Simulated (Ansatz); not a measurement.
A structure relaxed at PBE-D4/def2-TZVP in Ansatz, charge 0, doublet:

```xyz
5

Li   -1.430   -0.131   -0.409
Li    0.445    0.111    1.135
Li    2.009    0.063   -1.124
H    -1.294    0.009    1.281
H     0.271   -0.052   -0.884
```

Problem. Give its formula and point group.

Solution. the cluster Li3H2. Point group Cs (tolerance 0.1 Å).

Problem. Summarise the bond lengths by kind (pairs closer than 1.2 times the sum of covalent radii, bridged metal pairs left out).

Solution. 1 × Li–Li 2.75 Å; 4 × H–Li 1.70 to 1.77 Å.

Another isomer (doublet) lies 0.12 eV lower at PBE0-D4/def2-TZVP; other spin states weren't run for this one.
